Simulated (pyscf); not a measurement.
This saddle point was located with ωB97X-D3(BJ)/def2-SVP in PySCF.

```
B
O 1 1.4876
H 2 0.9676 1 111.58
H 2 1.2905 3 115.82 1 -82.93
F 4 1.1111 2 126.34 3 109.54
Cl 1 1.7721 2 115.30 3 137.94
Cl 1 1.7870 2 113.93 3 -4.79
```
Charge 0, spin multiplicity 1.

Surface: singlet, charge 0. Lowest wavenumbers (cm⁻¹): 997i, 231, 237, 325, 337.

### Question
What reaction is this the transition state of?

### Answer
HO–B(Cl)–Cl + HF <-> H₂O + F–B(Cl)–Cl, a four-centre exchange read from left to right: B–O, F–H broken and H–O, B–F formed. At CCSD(T)/def2-TZVPP + ΔMP2(QZVPP) it lies +0.83 eV from the left side and +0.84 eV from the right (each side as separated species at their lowest minima found). On the product side the descent ends in an adduct with a B–O contact, 0.39 eV under the separated species and 1.12 eV under the saddle at ωB97X-D3(BJ)/def2-TZVP. What is counted as broken (B–O) persists as a longer contact in the product adduct; parting that adduct is a step of its own. At ωB97X-D3(BJ) the barrier from the zero used here is 0.71 eV. One saddle was located; it need not be the lowest between these sides. The CCSD(T) − MP2 part came from Ansatz, without density fitting, on the same reference.
